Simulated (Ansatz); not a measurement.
# H8Mg4: the cost of one run

Program: Ansatz 0.2.0, Gaussian basis. Level of theory: the settings change from run to run. These are calculated values, not measurements.

2 further runs of the same task are left out: 2 set aside as unsound or not needed. Runs told in other sessions of the task aren't counted.

### 1 The relaxed structure

The geometry comes from an earlier relaxation with r2SCAN-D4/def2-SVP; it is a stationary point, not always the lowest conformer.

12 atoms, charge 0, spin multiplicity 1.

Atoms are counted from 1 here; the program's logs count them from 0.

Bond lengths: Mg1–Mg3 2.981 Å, Mg1–Mg4 2.981 Å, Mg1–H8 1.707 Å, Mg1–H11 1.966 Å, Mg1–H12 1.966 Å, Mg2–Mg3 2.983 Å, Mg2–Mg4 2.981 Å, Mg2–H5 1.967 Å, Mg2–H9 1.708 Å, Mg2–H10 1.967 Å, Mg3–Mg4 2.832 Å, Mg3–H6 1.845 Å, Mg3–H7 2.039 Å, Mg3–H10 1.804 Å, Mg3–H12 1.804 Å, Mg4–H5 1.804 Å, Mg4–H6 1.846 Å, Mg4–H7 2.038 Å and more. Angles: Mg3–Mg1–Mg4 56.7°, Mg3–Mg1–H8 147.9°, Mg3–Mg1–H11 87.8°, Mg3–Mg1–H12 35.9°, Mg4–Mg1–H8 148.1°, Mg4–Mg1–H11 35.9°, Mg4–Mg1–H12 87.7°, H8–Mg1–H11 123.7°, H8–Mg1–H12 123.5°, H11–Mg1–H12 108.4°, Mg3–Mg2–Mg4 56.7°, Mg3–Mg2–H5 87.7°, Mg3–Mg2–H9 148.2°, Mg3–Mg2–H10 35.8°, Mg4–Mg2–H5 35.9°, Mg4–Mg2–H9 148.1°, Mg4–Mg2–H10 87.7°, H5–Mg2–H9 123.4° and more.

### 2 HSE06/aug-cc-pVDZ

This run has a point charge of 1.00 e beside it, D4 dispersion.

in.yaml reads:

```yaml
crystal:
  periodic: [false, false, false]
  atoms:
    - {symbol: Mg, position_ang: [1.393128, 1.478868, 0.803154]}
    - {symbol: Mg, position_ang: [-0.688483, -1.046555, -1.789823]}
    - {symbol: Mg, position_ang: [0.434886, -1.339177, 0.958134]}
    - {symbol: Mg, position_ang: [-1.468776, 0.705840, 0.492398]}
    - {symbol: H, position_ang: [-2.177008, -0.039907, -0.989981]}
    - {symbol: H, position_ang: [-1.165276, -0.714296, 1.631605]}
    - {symbol: H, position_ang: [0.285854, 0.174937, -0.398812]}
    - {symbol: H, position_ang: [2.655176, 2.558130, 0.405737]}
    - {symbol: H, position_ang: [-0.469096, -1.221552, -3.475085]}
    - {symbol: H, position_ang: [-0.030600, -2.344021, -0.466411]}
    - {symbol: H, position_ang: [-0.456748, 2.045602, 1.152151]}
    - {symbol: H, position_ang: [1.686943, -0.257888, 1.676952]}
basis:
  gaussian: {orbitals: aug-cc-pVDZ, point_charges: [{charge: 1.00, position_ang: [7.012, 0.634, 0.239]}]}
hamiltonian: {xc: {name: HSE06}, dispersion: d4}
scf: {omitted_lower_state_checks: [starts]}
output: {forces: true}
```

On the command line:

```console
ansatz run in.yaml --threads 4 --pin off --events-out ev --progress --plain --max-ram 3916MiB
```

Q: Estimate wall time and peak memory on 4 threads of AMD EPYC 7B13, shared host.

About 4.6 s, with a peak of 0.66 GiB.
